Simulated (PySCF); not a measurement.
System: C₂H₇N (charge 0, singlet). 
Structure (B3LYP-D3(BJ)/def2-TZVP (Ansatz) minimum search):
SMILES: CCN
```xyz
10

C      1.2101    -0.3675    -0.0020
C      0.0059     0.5734    -0.0002
N     -1.3057    -0.0740     0.0024
H      2.1508     0.1897    -0.0039
H      1.2028    -1.0109     0.8816
H      1.1996    -1.0116    -0.8851
H      0.0502     1.2284    -0.8744
H      0.0533     1.2290     0.8732
H     -1.4054    -0.6706     0.8165
H     -1.4083    -0.6712    -0.8110
```
Charge 0, spin multiplicity 1.

Dispersion corrections to the total energy (kcal/mol) from the dftd3 and dftd4 libraries through PySCF: D3(BJ) without and D4 with the three-body term, each with the damping fitted for the functional named.

```csv
functional,D3(BJ),D4
PW6B95,-1.36,-2.42
PBE,-3.34,-2.81
r2SCAN,-0.87,-0.69
B3LYP,-5.48,…
B2PLYP,…,-1.94
PBE0,-2.73,-2.31
BHLYP,…,-2.89
```

Q: Some entries are withheld; supply them.

A: 
- B3LYP, D4: -4.47
- B2PLYP, D3(BJ): -2.37
- BHLYP, D3(BJ): -4.05
